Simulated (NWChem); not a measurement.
System: carbonyl sulfide (COS); SMILES O=C=S

```xyz
3

O      0.0000     0.0000    -1.6821
C      0.0000     0.0000    -0.5257
S      0.0000     0.0000     1.0382
```
Atoms are numbered in this order, from 1.

Computed with NWChem. Coordinates come from a PBE0/def2-SVP optimisation.

Task: What does the run give for BLYP/def2-TZVPD? Quantities: highest occupied level (eV); orbital gap (eV); dipole (D).

Result: 
* **highest occupied level (eV)**: -7.31
* **orbital gap (eV)**: 5.48
* **dipole (D)**: 0.76
